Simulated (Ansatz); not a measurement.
# Ytterbium, fcc under PBEsol: from relaxation to bulk modulus

Aim: take ytterbium in the fcc structure, relax it, solve it on a dense k-mesh, switch on spin-orbit coupling, then scale the cell to 7 volumes from 88 to 112 % of the relaxed one and try a fit of the equation of state. The start is ferromagnetic. The k-meshes are 10×10×10 for the relaxation; 18×18×18 for the dense run; 11×11×11 for spin-orbit coupling; 18×18×18 for the volumes. The starting cell is the deposited one, from the Crystallography Open Database.

Computed with Ansatz 0.2.0 (DFT PBEsol, plane waves (420 eV) with PAW, scalar-relativistic; the PAW data stem from PBE, with regenerated cores, unless a step says otherwise).

### 1 Starting point

Symmetry: Fm-3m, No. 225, cubic system. Conventional cell: a = 5.486 Å, b = 5.486 Å, c = 5.486 Å, α = 90.00°, β = 90.00°, γ = 90.00°. Yb (site symmetry m-3m) has 12 Yb at 3.88 Å as nearest neighbours.

Structure file:

```
Yb
1.0
     0.00000    2.74310    2.74310
     2.74310    0.00000    2.74310
     2.74310    2.74310    0.00000
Yb
1
Direct
  0.00000 0.00000 0.00000
```

Starting moments (μB): +1.

### 2 Relaxation of the cell

input.yaml

```yaml
crystal:
  lattice:
    - [0.0, 2.7431, 2.7431]
    - [2.7431, 0.0, 2.7431]
    - [2.7431, 2.7431, 0.0]
  atoms:
    - { symbol: Yb, position: [0.0, 0.0, 0.0], spin: 1.0 }
hamiltonian:
  xc: pbesol
  pseudopotentials:
    kind: paw
    azcp:
      Yb: "pseudopotentials/Yb.paw.azcp"
basis:
  ecutwfc: 420
  fft_grid_basis: typed
kpoints:
  mp_grid: { grid: [10, 10, 10], shift: [0, 0, 0] }
magnetization:
  spin_polarized: true
scf:
  occupations: { method: fermi_dirac, width: 0.05 }
relax:
  max_steps: 60
  f_tol: 0.01
  cell: {}
```

After this run come: The energy on a finer k-mesh; With spin-orbit coupling; At 88 % of the relaxed volume; At 92 % of the relaxed volume; At 96 % of the relaxed volume; At 100 % of the relaxed volume; At 104 % of the relaxed volume; At 108 % of the relaxed volume; At 112 % of the relaxed volume.

Q: Predict the outcome of this session. Wanted: space group; conventional cell; volume; shortest distance; gap on the mesh; magnetic state; V₀, B₀, B₀′.

As calculated:

| quantity | value |
| --- | --- |
| space group (spins left aside) | Fm-3m (No. 225) |
| conventional cell | a = 5.069 Å |
| volume | 32.569 Å³/atom |
| shortest distance | 3.585 Å |
| against the deposited volume | -21.1 % (41.281 Å³/atom) |
| gap on the mesh | none (levels filled in part) |
| magnetic state | non-magnetic |
| V₀, B₀, B₀′ | 32.584 Å³/atom, 21 GPa, 3.1 |

In words: Against experiment, PBEsol misses the volume by -21.1 %. Semilocal functionals tend to let ytterbium's f shell bond, which shrinks the cell. The moments die out: the run ends non-magnetic. No gap shows: it is a metal or semimetal at this level. Totals with and without spin-orbit coupling (-15.6 eV/atom apart) can't be read as binding, since the two-component data shift the zero of energy. B₀ comes out at 21 GPa.
